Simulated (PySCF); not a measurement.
**AlO (oxoaluminum) at UPBE/def2-TZVPPD**

Aim: the vertical ionisation energy of AlO (oxoaluminum) at UPBE/def2-TZVPPD, from 2 runs. Input form: a Python script.

The results are computed with PySCF 2.14.0.

2 further runs of the same task are left out: 2 set aside as unsound or not needed.

## Step 1: Starting point

AlO: 2 atoms, total charge 0, spin state doublet. SMILES: `[O]=[Al]`. The shape is that of a PBE0-D4/def2-TZVP optimisation.

Bond lengths: O1–Al2 1.620 Å.

## Step 2: The energy at UPBE/def2-TZVPPD

Contents of calc.py:

```python
from pyscf import gto, dft

mol = gto.M(
    atom='O 0.000000 -0.000000 -0.024920; Al -0.000000 0.000000 1.594970',
    spin=1,
    basis='def2-tzvppd',
    verbose=4,
    charge=0,
    max_memory=1860,
)

myscf = dft.UKS(mol, xc='pbe')
myscf.grids.level = 5
myscf.conv_tol = 1e-10
myscf.kernel()
if not myscf.converged:
    myscf = myscf.newton().run(myscf.mo_coeff, myscf.mo_occ)

etot = myscf.e_tot
print('E = %.10f Eh' % etot)
```

Started as:

```console
$ OMP_NUM_THREADS=1 python calc.py
```

The log of the run:

```text
PySCF version 2.14.0

[INPUT] num. atoms = 2
[INPUT] num. electrons = 21
[INPUT] charge = 0
[INPUT] spin (= nelec alpha-beta = 2S) = 1
[INPUT] symmetry False subgroup None
[INPUT] Mole.unit = angstrom
[INPUT] Symbol           X                Y                Z      unit          X                Y                Z       unit  Magmom
[INPUT]  1 O      0.000000000000   0.000000000000  -0.024920000000 AA    0.000000000000   0.000000000000  -0.047091975024 Bohr   0.0
[INPUT]  2 Al     0.000000000000   0.000000000000   1.594970000000 AA    0.000000000000   0.000000000000   3.014056476898 Bohr   0.0

nuclear repulsion = 33.9741772192433
number of shells = 30
number of NR pGTOs = 124
number of NR cGTOs = 88
basis = def2-tzvppd
ecp = {}

[... 37 lines left out ...]
WARN: HOMO -0.219987118970622 >= LUMO -0.2199871189706
[... 54 lines left out ...]
converged SCF energy = -317.44788857865  <S^2> = 0.75461594  2S+1 = 2.0046106
E = -317.4478885787 Eh
```

It took 9 s on 1 thread of Arm Neoverse V2, shared host; peak memory 0.41 GiB.

## Step 3: The singlet cation

Contents of input.py:

```python
from pyscf import gto, dft

mol = gto.Mole()
mol.atom = '''
O    0.000000   0.000000  -0.024920
Al   0.000000   0.000000   1.594970
'''
mol.max_memory = 1860
mol.verbose = 3
mol.basis = 'def2-tzvppd'
mol.charge = 1
mol.build()

myscf = dft.RKS(mol, xc='pbe')
myscf.conv_tol = 1e-10
myscf.grids.level = 5
myscf.kernel()
if not myscf.converged:
    myscf = myscf.newton().run(myscf.mo_coeff, myscf.mo_occ)

e_final = myscf.e_tot
print(f'total energy: {e_final:.8f} hartree')
```

Started as:

```console
$ OMP_NUM_THREADS=1 python input.py
```

The log of the run:

```text
converged SCF energy = -317.074870086059
total energy: -317.07487009 hartree
```

Wall time 5.4 s (1 thread of Arm Neoverse V2, shared host); peak memory 0.4 GiB.

## Step 4: What came out

At UPBE/def2-TZVPPD:

```
                                          quantity          value
                         doublet AlO: total energy  -317.44789 Eh
                        doublet AlO: dipole moment         4.16 D
   doublet AlO: HOMO energy (highest over α and β)       -6.52 eV
    doublet AlO: LUMO energy (lowest over α and β)       -5.29 eV
                                 doublet AlO: ⟨S²⟩          0.755
                      singlet cation: total energy  -317.07487 Eh
                       singlet cation: HOMO energy      -14.00 eV
                       singlet cation: LUMO energy      -13.67 eV
                     singlet cation: HOMO–LUMO gap        0.33 eV
vertical ionisation energy (to the singlet cation)      10.150 eV
```

In words: The vertical ionisation energy comes to 10.15 eV (234 kcal/mol). Only the singlet of the ionised species was computed; a triplet could lie lower.
